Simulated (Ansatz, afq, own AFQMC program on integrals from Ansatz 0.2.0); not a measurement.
Where AFQMC and coupled cluster stand for CHB, singlet

```xyz
3

B     0.0000    0.0000    0.1443
C     0.0000    0.0000   -1.4657
H     0.0000    0.0000    1.3214
```

Connectivity, by distances: BH–C.

Basis 6-31G. Only valence electrons are correlated. AFQMC by an in-house program on the Cholesky factors that Ansatz 0.2.0 writes for its CCSD(T) run. The CISD trial takes its coefficients from CCSD amplitudes. Released means that phaseless walkers are propagated on without the constraint, phases kept. ± is one standard error of the sampling.

Determinant: RHF, the one that the program's search chose, which needn't be the lowest solution. The geometry is a point of a scan.

Full CI on the same integrals is exact in this basis and with this determinant's frozen core.

Cautions: higher spins were not checked; restricted determinant unstable towards unrestricted (UHF 895 meV lower, ⟨S²⟩ 1.00); the CCSDTQ amplitudes may be one of several solutions (largest double 0.93); the released energy hasn't reached full CI (57 meV above it at 2.40 1/Eh), so no released level is given (meV from the phaseless value at times in 1/Eh: -12 ± 5 at 0.24, -17 ± 4 at 0.51, -24 ± 4 at 0.99, -24 ± 5 at 1.62, -30 ± 6 at 2.40); the determinant fills πx and πy unequally, so it mixes two states of the linear molecule, and each level undoes that mixture to a different degree, while full CI gives the lower state, and by Hund's rule a triplet of that filling probably lies lower still; CCSDTQ on the UHF determinant differs (714 meV lower), perhaps since the unrestricted series falls towards higher spin.

The T1 diagnostic is 0.0178. The weight of the determinant in the CISD state is 0.871. The size of the correlated space is 8 electrons in 18 orbitals.

Reference: full CI, correlation energy -4.269 eV. The cautions show a poor starting determinant, so the rows tell how each method copes with it here, and full CI is the sure value.

| level | E − E(reference) (kJ/mol) | share of correlation (%) |
| --- | --- | --- |
| HF | 411.9 | 0.00 |
| MP2 | 105.7 | 74.35 |
| CCSD | 24.2 | 94.11 |
| CCSD(T) | 10.8 | 97.38 |
| CCSDT | 6.9 | 98.33 |
| CCSDT(Q) | 3.1 | 99.25 |
| CCSDTQ | 0.4 | 99.89 |
| ph-AFQMC/CISD | 8.4 ± 0.4 | 97.95 |

CCSDT and higher add their correlation energy to the determinant of the CCSD(T) run, since their own runs factorise the integrals more tightly (a shift of under 2 meV).
